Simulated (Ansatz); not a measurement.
We consider bcc W, described by revPBE (Ansatz, a first-principles code, PAW).

Settings: plane-wave cutoff 520 eV, 28×28×28 k mesh, Fermi–Dirac smearing 0.087 eV (set by the program), no spin polarisation, scalar-relativistic PAW data made under PBE.

Computed at the level's own relaxed cell.

Elastic tensor (GPa, Voigt notation, ions relaxed):

```
  503.2   191.8   191.8     0.0     0.0     0.0
  191.8   503.2   191.8     0.0     0.0     0.0
  191.8   191.8   503.2     0.0     0.0     0.0
    0.0     0.0     0.0   136.7     0.0     0.0
    0.0     0.0     0.0     0.0   136.7     0.0
    0.0     0.0     0.0     0.0     0.0   136.7
```

Worked from these constants: the tetragonal shear constant is C′ = (C11 − C12)/2 = 155.7 GPa against C44 = 136.7 GPa, so the C44 shear is the softer. The Zener ratio C44/C′ is 0.88 (1 for an isotropic solid), and the Cauchy pressure C12 − C44 is 55.1 GPa. With C11 + 2C12 = 886.8 GPa all three Born conditions hold; they don't test modes at the zone boundary.

Measured, for comparison: elastic constant C11 533 GPa, elastic constant C12 205 GPa, elastic constant C44 163 GPa (0 K, extrapolated to 0 K; zero-point effects included; as tabulated in Wang et al. (2022), arXiv:2209.12322). Computed (rounded) less measured: elastic constant C11 -6 %, elastic constant C12 -6 %, elastic constant C44 -16 %.

Note: shear constants of such metals converge slowly with the k mesh.

Spin–orbit coupling is not included.

Static lattice: no zero-point or thermal effects.
